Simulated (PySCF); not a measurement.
Species: C4H5NO.
SMILES with atom numbers: `[CH3:1][c:2]1[cH:3][n:4][o:5][cH:6]1` (hydrogens: H7, H8, H9 on C1; H10 on C3; H11 on C6)

The same species was optimised twice, with GFN2-xTB and with PBE0-D3(BJ)/def2-SVP (PySCF), and the same property calculations (PySCF, gas phase) were run on both structures.

```tsv
coordinate	GFN2-xTB	PBE0-D3(BJ)/def2-SVP	change
N4–O5 (Å)	1.349	1.359	+0.010
C2–C3 (Å)	1.420	1.427	+0.007
C3–N4 (Å)	1.302	1.307	+0.005
C1–C2 (Å)	1.485	1.490	+0.005
O5–C6 (Å)	1.338	1.335	-0.003
C2–C6 (Å)	1.366	1.364	-0.002
C3–N4–O5 (°)	107.3	105.8	-1.5
C2–C3–N4 (°)	111.2	112.3	+1.1
C3–C2–C6 (°)	102.5	101.7	-0.8
C1–C2–C3 (°)	128.0	128.7	+0.7
N4–O5–C6 (°)	109.0	109.7	+0.7
C2–C6–O5 (°)	110.1	110.5	+0.4
C1–C2–C6 (°)	129.6	129.7	+0.1
```

Rotational constants: A = 9312, B = 3459, C = 2562 MHz (GFN2-xTB) against A = 9285, B = 3419, C = 2539 MHz (PBE0-D3(BJ)/def2-SVP). Point groups within 0.08 Å: Cs and Cs.

On the GFN2-xTB structure: lowest singlet, TDDFT (eV) 6.39 [CAM-B3LYP/def2-SVPD]; lowest triplet, Tamm–Dancoff (eV) 4.24 [CAM-B3LYP/def2-SVPD]; isotropic polarisability (au) 53.5 [CAM-B3LYP/def2-SVPD]; HOMO (eV) -8.82 [CAM-B3LYP/def2-SVPD]; LUMO (eV) 0.71 [CAM-B3LYP/def2-SVPD]; dipole (D) 3.49 [CAM-B3LYP/def2-SVPD]; HOMO (eV) -7.49 [PBE0/pcSseg-1]; LUMO (eV) -0.28 [PBE0/pcSseg-1]; dipole (D) 3.43 [PBE0/pcSseg-1]; GIAO shielding of C1 (ppm) 177.6 [PBE0/pcSseg-1]; GIAO shielding of C2 (ppm) 64.8 [PBE0/pcSseg-1]; GIAO shielding of C3 (ppm) 32.1 [PBE0/pcSseg-1]; GIAO shielding of N4 (ppm) -159.0 [PBE0/pcSseg-1]; GIAO shielding of O5 (ppm) -68.5 [PBE0/pcSseg-1]; GIAO shielding of C6 (ppm) 25.2 [PBE0/pcSseg-1].

What do these properties become on the PBE0-D3(BJ)/def2-SVP structure?

| property | level | on GFN2-xTB | on PBE0-D3(BJ)/def2-SVP | change |
| --- | --- | --- | --- | --- |
| lowest singlet, TDDFT (eV) | CAM-B3LYP/def2-SVPD | 6.39 | 6.39 | 0.00 |
| lowest triplet, Tamm–Dancoff (eV) | CAM-B3LYP/def2-SVPD | 4.24 | 4.26 | +0.02 |
| isotropic polarisability (au) | CAM-B3LYP/def2-SVPD | 53.5 | 54.3 | +0.8 |
| HOMO (eV) | CAM-B3LYP/def2-SVPD | -8.82 | -8.85 | -0.03 |
| LUMO (eV) | CAM-B3LYP/def2-SVPD | 0.71 | 0.69 | -0.02 |
| dipole (D) | CAM-B3LYP/def2-SVPD | 3.49 | 3.51 | +0.02 |
| energy, GFN2-xTB geometry as zero (kcal/mol) | CAM-B3LYP/def2-SVPD | 0.0 | -0.6 | -0.6 |
| HOMO (eV) | PBE0/pcSseg-1 | -7.49 | -7.52 | -0.03 |
| LUMO (eV) | PBE0/pcSseg-1 | -0.28 | -0.30 | -0.02 |
| dipole (D) | PBE0/pcSseg-1 | 3.43 | 3.45 | +0.02 |
| energy, GFN2-xTB geometry as zero (kcal/mol) | PBE0/pcSseg-1 | 0.0 | -0.5 | -0.5 |
| GIAO shielding of C1 (ppm) | PBE0/pcSseg-1 | 177.6 | 175.8 | -1.8 |
| GIAO shielding of C2 (ppm) | PBE0/pcSseg-1 | 64.8 | 66.0 | +1.2 |
| GIAO shielding of C3 (ppm) | PBE0/pcSseg-1 | 32.1 | 29.8 | -2.3 |
| GIAO shielding of N4 (ppm) | PBE0/pcSseg-1 | -159.0 | -158.3 | +0.7 |
| GIAO shielding of O5 (ppm) | PBE0/pcSseg-1 | -68.5 | -72.2 | -3.7 |
| GIAO shielding of C6 (ppm) | PBE0/pcSseg-1 | 25.2 | 24.9 | -0.3 |

The heavy atoms differ by 0.010 Å rms after alignment. Among bonds between heavy atoms N4–O5 changes most (+0.010 Å). Changes are differences of the printed values. Neither structure is proved a minimum here.
